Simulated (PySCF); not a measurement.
Species: methylenecyclopropene, C₄H₄.
Numbering: `[CH2:1]=[C:2]1[CH:3]=[CH:4]1`

NICS is the negative of the GIAO shielding at a point without a nucleus: at the ring centre (0) and 1 Å above and below it (1); zz is the component along the ring normal. Level: GIAO PBE/pcSseg-2 (PySCF, non-relativistic, gas phase) on the PBE0-D3(BJ)/def2-SVP geometry, one conformer.

Ring bond lengths (Å): C2–C3 1.439, C3–C4 1.322, C4–C2 1.439.

Q: Give the NICS values of each ring in ppm.

A: 
```csv
ring,type,NICS(0),"NICS(1), two faces","NICS(1)zz, two faces",rms pucker (Å),"centre to ring atoms, mean (Å)"
C2–C3–C4,"3-membered carbocycle; formal bonds 1 double, 2 single",-20.6,-6.7 / -6.7,-10.8 / -10.8,0.00,0.81
```

Q: What do they say, and how far can they be read as aromaticity?

A: 
- C2–C3–C4: mean NICS(1)zz -10.8 ppm, shielded. NICS(0) lies 14 ppm below the mean NICS(1).

Q: And the bond-length index? HOMA = 1 − mean of α(R − Ropt)² over the ring bonds, with Krygowski's 1993 parameters (CC: Ropt 1.388 Å, α 257.7 Å⁻²).

A: 
- C2–C3–C4: HOMA 0.17 = 1 − EN − GEO, with mean bond length 1.400 Å, EN = α(Ropt − mean)² = 0.037 and GEO = α × variance = 0.793.

Q: What are the shieldings of the ring atoms and their hydrogens in the same run (means over atoms taken as equivalent)?

A: 
```tsv
atoms	environment	σ isotropic (ppm)	principal values of the symmetric part, first atom (ppm)
C2	fully substituted alkene carbon	53.6	-64.8, 23.6, 202.1
C3 (×2)	alkene CH carbon	34.2	-77.1, -1.2, 181.2
H on C3 (×2)	vinylic hydrogen	23.00	20.3, 23.6, 25.2
```

Q: How do the values depend on the level or the medium?

A: 
```json
{"level": "PBE/pcSseg-2, gas", "NICS(0), C2–C3–C4": "-20.6", "mean NICS(1)zz, C2–C3–C4": "-10.8"}
{"level": "PBE0/pcSseg-1, gas", "NICS(0), C2–C3–C4": "-22.6", "mean NICS(1)zz, C2–C3–C4": "-11.9"}
{"level": "PBE0/IGLO-III, gas", "NICS(0), C2–C3–C4": "-21.7", "mean NICS(1)zz, C2–C3–C4": "-12.2"}
{"level": "PBE0/aug-cc-pVDZ, gas", "NICS(0), C2–C3–C4": "-21.7", "mean NICS(1)zz, C2–C3–C4": "-12.3"}
{"level": "PBE0/cc-pVDZ, gas", "NICS(0), C2–C3–C4": "-22.1", "mean NICS(1)zz, C2–C3–C4": "-12.2"}
{"level": "PBE0/cc-pVTZ, gas", "NICS(0), C2–C3–C4": "-22.4", "mean NICS(1)zz, C2–C3–C4": "-12.3"}
{"level": "PBE0/pcSseg-0, gas", "NICS(0), C2–C3–C4": "-17.9", "mean NICS(1)zz, C2–C3–C4": "-11.7"}
```

The geometry is the same throughout.

Time: 26 s wall; peak memory 0.56 GiB. Hardware: one thread, Arm Neoverse N1 (aarch64), shared host with 64 logical CPUs at a one-minute load of 52. This is the whole shielding run at PBE/pcSseg-2, SCF included.
